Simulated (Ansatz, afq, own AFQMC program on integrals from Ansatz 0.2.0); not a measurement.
Two steps: Ansatz 0.2.0 writes the Fock matrix and Cholesky factors of the valence space, and afq projects on them the lowest state that overlaps trial and start.

```yaml
crystal:
  periodic: [false, false, false]
  atoms:
    - {symbol: N, position_ang: [-1.113248, -0.019092, -0.029716]}
    - {symbol: H, position_ang: [-1.410528, 0.948742, -0.029716]}
    - {symbol: H, position_ang: [-1.410527, -0.421390, 0.850543]}
    - {symbol: H, position_ang: [-0.018248, -0.019092, -0.029716]}
    - {symbol: B, position_ang: [1.358752, -0.019092, -0.029716]}
    - {symbol: H, position_ang: [1.867825, -0.019092, 1.047292]}
    - {symbol: H, position_ang: [1.867825, -0.019092, -1.106725]}
basis:
  gaussian: {orbitals: cc-pVDZ}
magnetization: {spin_polarized: true, initial_magnetization: 1}
correlation: {method: ccsd_t, electrons: outside_noble_gas, hamiltonian_folder: ham}
```

```sh
$ ansatz run in.yaml --threads 1 --pin off --events-out ev --progress --plain --max-ram 16896MiB --backend cuda --devices 0, --max-vram 18GiB
```

Options of the walk:

```
--method phaseless --trial cisd --walkers 4000 --populations 20 --least-time 60 --time-step 0.005 --steps-per-block 50 --equilibration-blocks 28 --max-blocks 4000 --target-error 0.00021 --factor-cut 1e-05 --start spin_pure --seed 3972 --release-times 0.24,0.51,0.99,1.62,2.4 --release-step 0.03 --release-every 3 --taylor-order 6
```

Times are imaginary, in 1/Eh. The walk had a cap of 171 s. With eight or more populations the least sampling time is a fifth of least-time, and the error comes from their spread.

```
orbitals 51  electrons 7 6  factors 406 of 480
reference energy -81.89874456 Eh
CCSD correlation -0.30314734 Eh in 17 cycles, weight of the determinant in the CISD state 0.8853
energy of the start -82.201104 Eh
 block  time / (1/Eh)  mean weight  energy / Eh
     1     0.250  0.9998  -82.197061
     2     0.500  1.0002  -82.200242
     3     0.750  1.0000  -82.203360
     4     1.000  0.9998  -82.205851
     5     1.250  1.0001  -82.207002
    10     2.500  1.0001  -82.209414
    15     3.750  1.0002  -82.209227
    20     5.000  1.0000  -82.209179
    25     6.250  0.9993  -82.209639
    30     7.500  0.9998  -82.209663
    35     8.750  1.0003  -82.209476
    40    10.000  1.0000  -82.209821
    45    11.250  0.9999  -82.210154
    50    12.500  1.0002  -82.209081
    51    12.750  0.9996  -82.208301
    55    13.750  0.9996  -82.210155
    57    14.250  1.0000  -82.210807
    60    15.000  1.0001  -82.209521
    65    16.250  1.0002  -82.208890
    70    17.500  1.0000  -82.209900
    75    18.750  0.9998  -82.209143
    78    19.500  1.0000  -82.209047
error from the spread of 20 populations
released: time / (1/Eh)  energy / Eh  error  mean overlap
  0.24  -82.209846  0.000098  0.9963
  0.51  -82.210014  0.000095  0.9955
  0.99  -82.210009  0.000082  0.9919
  1.62  -82.209981  0.000127  0.9864
  2.40  -82.209902  0.000237  0.9885
energy -82.209500 +/- 0.000114 Eh
(rows thinned)
```

Problem. Estimate how long the walk took on 1 × NVIDIA H100 80GB HBM3 with 2 threads of AMD EPYC 7R13 Processor (Zen 3) (shared host) (the card was shared).

Solution. 56 s of wall time.

The run passed its tests (sampling time, drift between the halves within three errors, error under three times the target), which doesn't prove that it has relaxed.

Against this walk (error 3.1 meV) on the same determinant: CCSD(T) 23.5 meV higher, CCSDT(Q) 12.4 meV lower. The error is statistical and leaves out the bias of the constraint. Released to 2.40 1/Eh the energy moves by -11 ± 7 meV (both errors), within twice the noise.

Cautions: constraint bias not in the error.

CCSDT and higher add their correlation energy to the determinant of the CCSD(T) run, since their own runs factorise the integrals more tightly (a shift of under 2 meV).
